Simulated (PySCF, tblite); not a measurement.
Species: C5H9F.
SMILES with atom numbers: `[CH3:1]/[CH:2]=[C:3](\[CH3:4])[CH2:5][F:6]` (hydrogens: H7, H8, H9 on C1; H10 on C2; H11, H12, H13 on C4; H14, H15 on C5)

Computed with GFN2-xTB (tblite), gas phase: Langevin dynamics at 600 K from the optimised GFN2-xTB geometry, time step 0.5 fs, friction 0.01 fs⁻¹, 2000 steps. Over the second half of the run the saved frames average 568 K.

Frame at 250 fs, instantaneous temperature 624 K:
```
atom  x, y, z in Å
C1      1.619   -0.491   -0.002
C2      0.466    0.403   -0.521
C3     -0.778    0.087   -0.246
C4     -1.170   -1.343    0.227
C5     -2.026    0.925   -0.548
F6     -1.557    2.167   -0.872
H7      1.394   -1.304    0.723
H8      2.217    0.344    0.415
H9      2.183   -0.964   -0.820
H10     0.879    1.242   -1.054
H11    -2.049   -1.653   -0.369
H12    -0.364   -2.018    0.097
H13    -1.447   -1.317    1.275
H14    -2.714    0.646   -1.339
H15    -2.390    1.008    0.472
```

Frame at 425 fs, instantaneous temperature 534 K:
```
atom  x, y, z in Å
C1      1.842   -0.876    0.445
C2      0.691    0.022   -0.051
C3     -0.595   -0.136   -0.057
C4     -1.143   -1.496    0.258
C5     -1.585    0.876   -0.324
F6     -1.148    2.078   -0.852
H7      1.762   -1.981    0.397
H8      2.155   -0.841    1.488
H9      2.707   -0.595   -0.142
H10     1.043    1.032   -0.266
H11    -1.171   -2.053   -0.727
H12    -0.569   -2.175    0.807
H13    -2.180   -1.641    0.775
H14    -2.450    0.530   -0.961
H15    -2.270    1.083    0.592
```

Frame at 625 fs, instantaneous temperature 645 K:
```
atom  x, y, z in Å
C1      1.593    0.294    0.854
C2      0.330    0.869    0.246
C3     -0.873    0.302   -0.082
C4     -1.132   -1.005    0.420
C5     -1.952    1.091   -0.727
F6     -1.548    2.275   -1.195
H7      1.430   -0.610    1.403
H8      2.159    0.984    1.408
H9      2.248   -0.077    0.087
H10     0.575    1.776   -0.204
H11    -0.449   -1.684    0.880
H12    -1.956   -0.893    1.125
H13    -1.552   -1.638   -0.423
H14    -2.437    0.501   -1.524
H15    -2.633    1.437    0.094
```

Frame at 800 fs, instantaneous temperature 617 K:
```
atom  x, y, z in Å
C1      0.889   -0.308    1.961
C2      0.372    0.420    0.760
C3     -0.821    0.347    0.163
C4     -1.947   -0.604    0.733
C5     -1.411    1.016   -1.083
F6     -0.541    1.576   -1.931
H7      0.818   -1.346    1.531
H8      0.236   -0.295    2.881
H9      1.958   -0.155    2.065
H10     1.239    0.980    0.380
H11    -1.629   -1.557    0.283
H12    -2.061   -0.716    1.800
H13    -2.926   -0.345    0.283
H14    -1.791    0.170   -1.556
H15    -2.307    1.573   -0.675
```

Frame at 1000 fs, instantaneous temperature 528 K:
```
atom  x, y, z in Å
C1      0.331   -0.424    2.278
C2      0.455   -0.082    0.769
C3     -0.468    0.575    0.129
C4     -1.836    1.208    0.754
C5     -0.403    0.623   -1.377
F6      0.872    0.811   -2.034
H7     -0.407   -1.230    2.474
H8      0.016    0.398    2.925
H9      1.385   -0.631    2.635
H10     1.191   -0.605    0.158
H11    -2.544    0.909   -0.086
H12    -2.157    0.599    1.647
H13    -1.801    2.268    0.869
H14    -0.821   -0.382   -1.708
H15    -1.038    1.486   -1.725
```

Problem. What do single points at PBE0/pcSseg-1 (PySCF, gas phase) give on these frames?

Solution. 
| t (fs) | GFN2-xTB E above start (eV) | DFT E above lowest frame (eV) | HOMO (eV) | LUMO (eV) | dipole (D) |
| --- | --- | --- | --- | --- | --- |
| 250 | 0.75 | 0.00 | -6.95 | 0.70 | 1.79 |
| 425 | 1.04 | 0.09 | -6.99 | 0.35 | 2.19 |
| 625 | 0.83 | 0.01 | -6.59 | 0.27 | 1.80 |
| 800 | 1.09 | 0.25 | -6.70 | 0.69 | 1.86 |
| 1000 | 0.97 | 0.10 | -7.25 | 0.15 | 2.54 |

The two levels order the frames alike by energy but for pairs within 0.08 eV at one level; measured from each level's lowest frame they differ by 0.20 eV at most. The HOMO–LUMO gap runs from 6.86 to 7.65 eV. These are instantaneous structures, not minima.

Problem. And the isotropic GIAO shieldings (ppm) from the same runs?

Solution. 
| atom | 250 fs | 425 fs | 625 fs | 800 fs | 1000 fs | mean | range |
| --- | --- | --- | --- | --- | --- | --- | --- |
| C1 | 161.6 | 172.7 | 174.3 | 166.8 | 166.1 | 168.3 | 12.7 |
| C2 | 60.8 | 67.9 | 58.1 | 65.0 | 55.0 | 61.4 | 12.9 |
| C3 | 47.4 | 57.2 | 43.5 | 46.2 | 37.8 | 46.4 | 19.4 |
| C4 | 166.3 | 170.2 | 175.9 | 167.7 | 160.2 | 168.1 | 15.7 |
| C5 | 99.7 | 99.6 | 100.0 | 102.9 | 87.4 | 97.9 | 15.5 |
| F6 | 428.8 | 421.2 | 435.2 | 425.8 | 378.5 | 417.9 | 56.7 |
| H7 | 28.9 | 29.5 | 30.3 | 28.6 | 29.4 | 29.3 | 1.7 |
| H8 | 28.9 | 30.0 | 30.8 | 28.7 | 29.7 | 29.6 | 2.1 |
| H9 | 29.6 | 30.1 | 30.5 | 29.5 | 28.8 | 29.7 | 1.7 |
| H10 | 25.6 | 26.3 | 26.7 | 25.2 | 25.3 | 25.8 | 1.5 |
| H11 | 30.2 | 29.1 | 29.4 | 29.8 | 29.5 | 29.6 | 1.1 |
| H12 | 30.1 | 30.5 | 30.4 | 30.1 | 28.7 | 30.0 | 1.8 |
| H13 | 30.1 | 29.0 | 29.7 | 30.5 | 29.8 | 29.8 | 1.5 |
| H14 | 26.5 | 25.7 | 26.4 | 28.0 | 25.6 | 26.4 | 2.4 |
| H15 | 26.4 | 25.3 | 25.5 | 26.2 | 26.2 | 25.9 | 1.1 |

The cost below is that of the whole dynamics run. The run took 6.8 s wall on Intel Xeon 6975P-C, one thread, shared host with 192 logical CPUs at a one-minute load of 110, and the process peaked at 0.18 GiB of memory.
